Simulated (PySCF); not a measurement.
**BPH4F− (SMILES F[BH2-]P): SCS-MP2/aug-pcseg-2 (density fitting with def2-universal-jkfit)**

What is the energy change on altering one bond length of BPH4F− at SCS-MP2/aug-pcseg-2 (density fitting with def2-universal-jkfit)? The job is set up through a Python script.

Program for the calculation: PySCF 2.14.0.

3 further runs of the same task are left out: 3 set aside as unsound or not needed.

**1. The structure to begin with**

BPH4F− has 7 atoms, charge -1, and is taken as a singlet. SMILES: `F[BH2-]P`. Geometry: relaxed at GFN2-xTB. This is one conformer, not always the lowest.

Bond lengths: F1–B2 1.417 Å, B2–P3 2.025 Å, B2–H4 1.213 Å, B2–H5 1.211 Å, P3–H6 1.384 Å, P3–H7 1.384 Å. Angles: F1–B2–P3 109.2°, F1–B2–H4 109.7°, F1–B2–H5 109.7°, P3–B2–H4 106.6°, P3–B2–H5 108.5°, B2–P3–H6 98.5°, B2–P3–H7 95.7°, H4–B2–H5 113.1°, H6–P3–H7 91.0°.

**2. A single-point energy at SCS-MP2/aug-pcseg-2 (density fitting with def2-universal-jkfit)**

File input.py:

```python
from pyscf import gto, scf, mp

system = gto.M(
    atom=[
    ('F', (-1.738560, -0.717540, 0.312240)),
    ('B', (-0.596340, -0.303470, -0.416790)),
    ('P', (0.980010, -0.156390, 0.845530)),
    ('H', (-0.305490, -1.148250, -1.237630)),
    ('H', (-0.797480, 0.785350, -0.907670)),
    ('H', (0.647050, 1.042340, 1.450960)),
    ('H', (1.810810, 0.497950, -0.046640)),
],
    charge=-1,
    max_memory=1860,
    verbose=3,
    basis='aug-pcseg-2',
)

calc0 = scf.RHF(system)
calc0 = calc0.density_fit(auxbasis='def2-universal-jkfit')
calc0.kernel()

pt = mp.MP2(calc0, frozen=7).run()
energy = calc0.e_tot + 1.2 * pt.e_corr_os + pt.e_corr_ss / 3
print('Final energy', energy)
dip = calc0.dip_moment()
pop, q = calc0.mulliken_pop()
```

Launch:

```
$ OMP_NUM_THREADS=1 python input.py
```

The log of the run:

```text
converged SCF energy = -467.30349053453
E(DFRMP2) = -467.848470126038  E_corr = -0.544979591508072
E(SCS-DFRMP2) = -467.849718982037  E_corr = -0.546228447506986
Final energy -467.8497189820373

WARN: System has nonzero charge -1; the dipole moment is origin-dependent.
Location of origin: [0. 0. 0.]

Dipole moment(X, Y, Z, Debye):  1.10855,  2.06110, -1.02612
[... 242 lines left out ...]
charge of    6H =     -0.13684
```

It took 3.6 s on 1 thread of Arm Neoverse V2, shared host; peak memory 0.25 GiB.

**3. The distorted shape**

File job.py:

```python
from pyscf import gto, scf, mp

molecule = gto.M(
    atom=[
    ('F', (-1.580925, -0.702832, 0.438472)),
    ('B', (-0.438705, -0.288762, -0.290558)),
    ('P', (0.980010, -0.156390, 0.845530)),
    ('H', (-0.147855, -1.133542, -1.111398)),
    ('H', (-0.639845, 0.800058, -0.781438)),
    ('H', (0.647050, 1.042340, 1.450960)),
    ('H', (1.810810, 0.497950, -0.046640)),
],
    max_memory=1860,
    basis='aug-pcseg-2',
    charge=-1,
    verbose=3,
    spin=0,
)

mf = scf.RHF(molecule)
mf = mf.density_fit(auxbasis='def2-universal-jkfit')
mf.kernel()

pt = mp.MP2(mf, frozen=7).run()
energy = mf.e_tot + 1.2 * pt.e_corr_os + pt.e_corr_ss / 3
print('E(%s) = %.9f' % ('SCS-MP2', energy))
dip = mf.dip_moment()
pop, q = mf.mulliken_pop()
```

Launch:

```
$ OMP_NUM_THREADS=1 python job.py
```

The log of the run:

```text
converged SCF energy = -467.288118872983
E(DFRMP2) = -467.835941141298  E_corr = -0.547822268314487
E(SCS-DFRMP2) = -467.836559891143  E_corr = -0.548441018159919
E(SCS-MP2) = -467.836559891

WARN: System has nonzero charge -1; the dipole moment is origin-dependent.
Location of origin: [0. 0. 0.]

Dipole moment(X, Y, Z, Debye):  0.86509,  2.05555, -1.24404
[... 242 lines left out ...]
charge of    6H =     -0.18172
```

It took 3.3 s on 1 thread of Arm Neoverse V2, shared host; peak memory 0.25 GiB.

**4. Outcome**

Level: SCS-MP2/aug-pcseg-2 (density fitting with def2-universal-jkfit), 7 core orbitals frozen.

| quantity | value |
| --- | --- |
| first shape: total energy | -467.84972 Eh |
| first shape: HOMO energy (Hartree–Fock orbitals) | -3.75 eV |
| first shape: LUMO energy (Hartree–Fock orbitals) | 3.17 eV |
| first shape: HOMO–LUMO gap (to an unbound level, set by the basis) | 6.92 eV |
| first shape: correlation energy (7 core orbitals frozen) | -546.2 mEh |
| distorted shape: total energy | -467.83656 Eh |
| distorted shape: HOMO energy (Hartree–Fock orbitals) | -3.81 eV |
| distorted shape: LUMO energy (Hartree–Fock orbitals) | 3.18 eV |
| distorted shape: HOMO–LUMO gap (to an unbound level, set by the basis) | 6.99 eV |
| distorted shape: correlation energy (7 core orbitals frozen) | -548.4 mEh |
| energy change with the B2–P3 bond shortened from 2.025 to 1.822 Å | 0.358 eV |

**Reading.** With the B2–P3 bond shortened from 2.025 to 1.822 Å the energy rises by 0.36 eV (8.3 kcal/mol). The first shape isn't relaxed at this level, so the change isn't measured from a minimum. Mulliken charges (first shape) of the mean-field density run from -0.55 on F1 to +0.13 on H5; in a basis this large or diffuse they mean little.
